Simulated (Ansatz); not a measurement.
Worked example: correlation energy of H$_{2}$Si–GeH⁺, triplet

Geometry: that of the H2Si–GeH, doublet, kept fixed.

```yaml
atoms:
  - { symbol: Si, position_ang: [0.0000, 0.0181, 1.6516] }
  - { symbol: Ge, position_ang: [0.0000, -0.0284, -0.7002] }
  - { symbol: H, position_ang: [0.0000, 1.1857, 2.5806] }
  - { symbol: H, position_ang: [0.0000, -1.2094, 2.4992] }
  - { symbol: H, position_ang: [0.0000, 1.5656, -0.6371] }
```

Basis cc-pVDZ; Ansatz 0.2.0. Only valence electrons are correlated (noble-gas cores and the filled d shells of p-block atoms frozen), which leaves 10 electrons in 41 orbitals. R marks a restricted (for open shells ROHF) determinant, U an unrestricted one. No spin–orbit coupling is included, and no scalar relativity.

Full CI isn't at hand for all of this; UCCSDT(Q) serves as the reference, and is uncertain by about the last step of the cluster series.

Runs differ by some tens of microhartree through their thresholds and, for an open shell, their frozen cores, so steps under 0.03 kcal/mol mean nothing.

| level | total energy (hartree) |
| --- | --- |
| UHF | -2365.657318 |
| UMP2 | -2365.799338 |
| UCCSD | -2365.837833 |
| UCCSD(T) | -2365.843680 |
| UCCSDT | -2365.845315 |
| UCCSDT(Q) | -2365.845635 |

**Question.** What is the correlation energy at UCCSDT(Q), and what share of it do UMP2 and UCCSD(T) recover?

**Answer.** E(corr) = -2365.845635 − (-2365.657318) = -0.188317 hartree = -5.124 eV. UMP2: -0.142020 / -0.188317 = 75.42 %. UCCSD(T): -0.186362 / -0.188317 = 98.96 %.

**Question.** By how many kcal/mol does UCCSD(T) miss UCCSDT(Q) (1 hartree = 627.509 kcal/mol), and which steps make up the rest?

**Answer.** -2365.843680 − (-2365.845635) = 0.001955 hartree = 1.23 kcal/mol. Steps: UCCSDT − UCCSD(T) = -1.03, UCCSDT(Q) − UCCSDT = -0.20 kcal/mol. Differences between like states or geometries often cancel part of this.
